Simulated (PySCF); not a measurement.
CH3 (charge +1).
Numbering: `[CH3+:1]` (hydrogens: H2, H3, H4 on C1)

Geometry (PBE0-D3(BJ)/def2-SVP, Å), atoms numbered from 1 in this order:
```
atom  x, y, z in Å
C1     0.011   -0.002    0.017
H2     1.106   -0.140   -0.029
H3    -0.657   -0.715   -0.498
H4    -0.416    0.849    0.576
```

Method: PBE0-D3(BJ)/def2-SVP geometry optimisation, gas phase in PySCF.

Masses are those of the commonest isotopes; rigid-rotor values at the optimised geometry. 

Question: Give the principal moments of inertia and the rotational constants in MHz.

Answer: Ia = 1.84, Ib = 1.84, Ic = 3.69 u·Å²; 505379 MHz·u·Å²/I gives A = 274168, B = 274112, C = 137070 MHz.

Question: Classify the top.

Answer: An oblate symmetric top, as the point group D3h requires two equal moments; the computed ones differ by 0.02 % because the geometry is symmetric only within the optimiser's tolerance; Ray's κ = 0.999.

Question: What does the inertial defect say?

Answer: Planar: Δ = Ic − Ia − Ib = 0.00 u·Å². For a rigid frame Δ = −2 Σ m c², so it vanishes when all atoms lie in the ab plane; here none is more than 0.01 Å from it.

The point group D3h allows no dipole (computed: 0.00 D (about the centre of mass, as the species is charged)), so a rigid rotor has no electric-dipole lines.

No frequency check. Constants of a rigid frame at the computed geometry: no zero-point averaging, no centrifugal distortion.
